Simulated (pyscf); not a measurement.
PySCF, gas phase, ωB97X-D3(BJ)/def2-SVP geometries.

Q: PBE/def2-TZVP puts the barrier of F–GeH₂–F + hydrogen fluoride (HF) → F–GeH(F)–F + hydrogen (H₂) (four-centre exchange; singlet surface; Ge–H, F–H broken, F–Ge, H–H formed) at 112.0 kJ/mol and the reaction energy at -52.8 kJ/mol, from the separated reactants. What do PBE0-D3(BJ)/def2-TZVP, M06-2X/def2-TZVP, ωB97M-D3(BJ)/def2-TZVP give on the same structures?

A: PBE0-D3(BJ): ΔE‡ = 130.3 kJ/mol, ΔE = -47.9 kJ/mol; M06-2X: ΔE‡ = 133.3 kJ/mol, ΔE = -71.6 kJ/mol; ωB97M-D3(BJ): ΔE‡ = 139.5 kJ/mol, ΔE = -52.0 kJ/mol. PBE's barrier lies under all of them, by 18.3 to 27.4 kJ/mol. Its reaction energy lies among theirs. Low barriers are usual for a GGA, whose delocalisation error favours stretched bonds. On the reactant side the descent ends in a complex, 27.1 kJ/mol under the separated species and 165.0 kJ/mol under the saddle at ωB97X-D3(BJ)/def2-TZVP. At the saddle there is also a short Ge–H contact that neither side keeps. This is the saddle that the search found; another between the same sides may lie lower. Elements up to Kr have no core potential and no relativistic terms here.
